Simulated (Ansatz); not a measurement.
Rock-salt MgS was calculated with r²SCAN (Ansatz, a first-principles code, plane waves, PAW).

Run with plane-wave cutoff 600 eV, 12×12×12 k mesh, scalar-relativistic PAW data made under PBE.

Computed at the level's own relaxed cell.

Elastic tensor (GPa, Voigt notation, ions relaxed):

```
  151.2    44.1    44.1     0.0     0.0     0.0
   44.1   151.2    44.1     0.0     0.0     0.0
   44.1    44.1   151.2     0.0     0.0     0.0
    0.0     0.0     0.0    60.3     0.0     0.0
    0.0     0.0     0.0     0.0    60.3     0.0
    0.0     0.0     0.0     0.0     0.0    60.3
```

Q: Work out the Voigt, Reuss and Hill averages of the bulk and shear moduli, Young's modulus and Poisson's ratio from the printed constants.

A: K_V = [C11 + C22 + C33 + 2(C12 + C13 + C23)]/9 = [453.6 + 2 × 132.3]/9 = 79.8 GPa. G_V = [453.6 − 132.3 + 3 × 180.9]/15 = 57.6 GPa. From the compliances S = C⁻¹, K_R = 79.8 and G_R = 57.4 GPa. Hill means: K = 79.8, G = 57.5 GPa. E = 9KG/(3K + G) = 139 GPa, ν = (3K − 2G)/(6K + 2G) = 0.21, K/G = 1.39.

Static lattice: no zero-point or thermal effects.
